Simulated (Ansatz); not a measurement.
Cost and result for the atomization energy of C$_{2}$H$_{4}$FNOS (`NC(O)(F)C=S`) (10 atoms, 9 bonds).

```xyz
10

N    -1.242   -0.085   -0.602
C    -0.123    0.156    0.214
O    -0.330   -0.508    1.407
F     0.054    1.502    0.501
C     1.125   -0.381   -0.470
S     2.410    0.455   -0.925
H    -1.213    0.480   -1.439
H    -2.098    0.084   -0.088
H     0.367   -0.242    2.016
H     1.051   -1.460   -0.615
```

Charge 0, multiplicity 1. The geometry is a stationary point of PBE0-D4/def2-TZVP. It is one conformer, not always the lowest. Program: Ansatz. All runs use 4 threads of an Arm Neoverse V1 on a shared host. Times are those of one run each, without the atoms' runs, and a repeat can differ threefold. Electronic energies, without spin–orbit coupling; frozen cores. CCSD(T)/CBS adds CCSD(T) − MP2 in def2-TZVPP to the MP2 limit, and its time is that of the two runs behind it. T1 = 0.014; the RHF reference is unstable towards UHF. B3LYP takes the VWN-RPA correlation (the form of Gaussian; ORCA's B3LYP/G).

CCSD(T)/CBS is a level of theory with its own doubt, some kJ/mol a heavy atom from the limit and from the frozen cores, so smaller differences don't rank the functionals.

```
                             level  functions  wall time  atomization (kJ/mol)  difference from CCSD(T)/CBS  per bond
   PBE-D4/def2-TZVPP (with forces)        253      2.7 s                3988.7                        164.3      18.3
                PBE0-D4/def2-TZVPP        253      3.3 s                3848.0                         23.6       2.6
 B3LYP-D4/def2-TZVPP (with forces)        253      4.8 s                3816.4                         -8.0      -0.9
r2SCAN-D4/def2-TZVPP (with forces)        253      5.5 s                3835.7                         11.3       1.3
                 B2PLYP/def2-TZVPP        253      7.5 s                3776.5                        -47.9      -5.3
                ωB97X-V/def2-TZVPP        253        8 s                3839.3                         14.9       1.7
  ωB97M-V/def2-TZVPP (with forces)        253       13 s                3850.8                         26.4       2.9
                    MP2/def2-QZVPP        475       28 s                3891.9                         67.5       7.5
                CCSD(T)/def2-TZVPP        253    4.3 min                3697.9                       -126.5     -14.1
                 CCSD(T)/CBS(def2)          –    4.7 min                3824.4                          0.0       0.0
```

In def2-TZVPP, CCSD(T) changes the Hartree–Fock value by +1206.4 kJ/mol (the triples alone add +90.3 kJ/mol) and MP2 by +1326.0 kJ/mol; breaking electron pairs costs correlation energy, which Hartree–Fock lacks. The D4 term adds +34.7 kJ/mol with B3LYP and +18.2 kJ/mol with PBE0; it sums over pairs of atoms, weighted by their polarisabilities, and B3LYP, whose exchange is more repulsive, gets the larger term. From PBE to PBE0 (25 % exact exchange), in def2-TZVPP and without D4, the atomization energy moves by −137.3 kJ/mol: exact exchange takes away binding that semilocal exchange gives to molecules.
